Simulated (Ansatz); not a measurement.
A run of Ansatz (development build ahead of 0.2.0) on doublet NO2 at this shape:

```xyz
3

N     0.0000    0.0000    0.0000
O     0.0000    1.6500    0.7050
O     0.0000   -1.6500    0.7050
```

Its results:

```
Converged                       : yes
Total energy                    : -203.98390 hartree
Spin squared of the determinant : 3.143
Stability test                  : minimum
```

Q: Which input gives this output? Name the method, the orbitals and the basis set, and write the input.

A: UHF in pcseg-2.

```yaml
crystal:
  periodic: [false, false, false]
  atoms:
    - { symbol: "N", position_ang: [0.0, 0.0, 0.0] }
    - { symbol: O, position_ang: [0.0, 1.65, 0.705] }
    - { symbol: O, position_ang: [0.0, -1.65, 0.705] }
basis:
  gaussian: { orbitals: pcseg-2 }
magnetization:
  spin_polarized: true
  initial_magnetization: 1
hamiltonian:
  xc: hf
```

Caution: the unrestricted determinant is a mixture of spin states.
